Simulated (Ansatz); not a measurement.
Born–Oppenheimer molecular dynamics of CH$_{4}$AlS (7 atoms, charge 1, multiplicity 1). It starts from a relaxed structure.

All numbers below come from RKS PBE/6-31G* in Ansatz.

- ensemble: NVT, Langevin thermostat
- time step: 0.5 fs
- steps asked: 166
- set temperature: 500 K
- friction: 0.005 /fs
- seed: 787594

First frame:

```xyz
7
Properties=species:S:1:pos:R:3
C -1.407 0.132 -0.578
S -0.034 -0.517 -1.202
Al 1.541 -0.159 0.599
H -2.322 0.112 -1.187
H -1.465 0.588 0.422
H 0.731 0.570 1.746
H 2.956 -0.726 0.200
```

Q: How far do the bonds stretch over the last three quarters of this one trajectory? (Pairs bonded in most of those frames.)

A: 
| bond | mean (Å) | spread (Å) | shortest | longest |
| --- | --- | --- | --- | --- |
| C1–S2 | 1.641 | 0.011 | 1.62 | 1.66 |
| C1–H4 | 1.103 | 0.024 | 1.06 | 1.15 |
| C1–H5 | 1.103 | 0.028 | 1.06 | 1.16 |
| S2–Al3 | 2.427 | 0.025 | 2.38 | 2.46 |
| Al3–H6 | 1.603 | 0.092 | 1.47 | 1.74 |
| Al3–H7 | 1.582 | 0.026 | 1.52 | 1.64 |

Mean temperature of the second half: 312 K. The mean temperature of the second half is 38 % below the set value. A run of 0.083 ps of so small a system gives no equilibrium averages.

Time of the run: 3 min on 1 thread of Arm Neoverse V1, on a shared host, peak memory 0.086 GiB.
